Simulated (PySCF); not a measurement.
## Name the molecule from its bond curve

A diatomic of charge +1 contains Al. Its quartet curve at PBE in a triple-zeta basis (no relativity, PySCF), in eV from the separated fragments:

(R (Å), E (eV)): (1.772, -0.327), (1.854, -0.529), (1.936, -0.621), (1.998, -0.643), (2.060, -0.639), (2.122, -0.618), (2.204, -0.575), (2.307, -0.512), (2.431, -0.438), (2.596, -0.355)

The fit gives ωe = 422 cm⁻¹ and the rotational constant Bₑ = 0.4500 cm⁻¹.

Question: Which atom is the partner?

Answer: The minimum lies at 2.016 Å, so the reduced mass is 16.8576 u Å² cm⁻¹/(Bₑ·Re²) = 9.217 u. With Al at 26.98 u the partner weighs about 14.0 u: N. The molecule is AlN⁺.

The state was picked by a PBE0 search and need not be the measured ground state.
